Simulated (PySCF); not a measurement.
Species: C₅H₁₀N (charge +1).
Z-matrix (Å and degrees, GFN2-xTB geometry), rows numbered from 1:
```
C 
C   1  1.3198
C   2  1.4942  1  124.41
C   3  1.5374  2  119.84  1    30.13
C   4  1.5310  3   87.77  2   128.24
N   5  1.4943  4   90.61  3   -11.36
H   1  1.0750  2  121.14  3   177.78
H   1  1.0767  2  122.50  3    -0.70
H   2  1.0821  1  120.99  3  -177.02
H   3  1.0936  2  110.41  1  -103.17
H   4  1.0848  3  115.89  2  -113.65
H   4  1.0867  3  113.10  2    13.71
H   5  1.0880  4  116.95  3  -128.51
H   5  1.0886  4  113.79  3   102.20
H   6  1.0238  3  117.29  2   105.63
H   6  1.0254  3  111.21  2   -19.41
```

Structure optimised with GFN2-xTB, isolated species.

Take the most abundant isotopes and a rigid rotor. The values belong to one conformer with, in the numbering `[CH2:1]=[CH:2][C@H:3]1[CH2:4][CH2:5][NH2+:6]1`, C1–C2–C3–C4 30°, C2–C3–C4–C5 128°, C3–C4–C5–N6 -11°, C4–C5–N6–C3 12°, C2–C3–N6–C5 -134°.

Give the principal moments of inertia and the rotational constants in GHz.

Ia = 63.98, Ib = 198.28, Ic = 235.42 u·Å²; 505379 MHz·u·Å²/I gives 7899, 2549 and 2147 MHz, that is A = 7.8986, B = 2.5489, C = 2.1467 GHz.

Classify the top.

An asymmetric top: κ = (2 × 2549 − 7899 − 2147)/(7899 − 2147) = -0.86.

Is it planar, by Δ = Ic − Ia − Ib?

Not planar: Δ = Ic − Ia − Ib = -26.84 u·Å². For a rigid frame Δ = −2 Σ m c², so Σ m c² = 13.42 u·Å² lies off the ab plane: 7.51 from hydrogen and 5.92 from heavier atoms. The atom farthest from that plane is 1.63 Å away.

Estimate the classical rotational partition function at 10 K, 50 K and 298.15 K.

Point group C1, symmetry number σ = 1; q = (√π/σ)·√((kT/h)³/(ABC)), k/h = 20836.6 MHz/K: 811 at 10 K, 9070 at 50 K, 132000 at 298.15 K.

No frequency check. Constants of a rigid frame at the computed geometry: no zero-point averaging, no centrifugal distortion.
